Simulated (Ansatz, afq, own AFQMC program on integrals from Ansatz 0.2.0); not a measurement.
GeHO, quartet in cc-pVDZ, levels against CCSDT(Q)

```yaml
atoms:
  - { symbol: Ge, position_ang: [0.0000, -0.0569, 0.6121] }
  - { symbol: O, position_ang: [0.0000, 0.1754, -2.8642] }
  - { symbol: H, position_ang: [0.0000, 1.3182, 1.3543] }
```

Connectivity, by distances: GeH ··· O.

Basis cc-pVDZ. Only valence electrons are correlated. AFQMC by an in-house program on the Cholesky factors that Ansatz 0.2.0 writes for its CCSD(T) run. ph-AFQMC/CISD is guided by a CISD state made of CCSD amplitudes; releasing the constraint for a short imaginary time cuts its bias at the price of noise, slowly where states lie close. Uncertainties: one standard error, sampling alone. No spin–orbit coupling.

Determinant: UHF, the one that the program's search chose, which needn't be the lowest solution. The geometry is a point of a scan.

No full CI on the walks' own integrals is used here; CCSDT(Q) serves as the reference and is uncertain by about the last step of the cluster series.

Cautions: no relativity below Rb; no spin-orbit coupling; inner d shell frozen; lower spins were not checked.

```
T1 diagnostic                               : 0.0109
weight of the determinant in the CISD state : 0.906
⟨S²⟩ of the determinant                     : 3.768
size of the correlated space                : 11 electrons in 31 orbitals
```

Reference: CCSDT(Q), correlation energy -5.523 eV. The released energy is read at 1.62 1/Eh, later times being too noisy (meV from the phaseless value at times in 1/Eh: -1 ± 9 at 0.24, 0 ± 8 at 0.51, 9 ± 10 at 0.99, -2 ± 10 at 1.62, -5 ± 13 at 2.40).

```csv
level,E − E(reference) (meV),share of correlation (%)
HF,5523.0,0.00
MP2,1078.0,80.48
CCSD,81.2,98.53
CCSD(T),20.0,99.64
CCSDT,3.5,99.94
ph-AFQMC/HF,125.2 ± 40.4,97.73
ph-AFQMC/CISD,13.8 ± 6.5,99.75
released AFQMC,11.6 ± 9.7,99.79
```

A walk keeps the symmetry of its determinant, which the program's search chose and which needn't be the lowest solution, so a lower state of the same spin and another symmetry isn't excluded. Released energies are given only where the last usable release times agree within the noise; a slower fall can still hide under it.
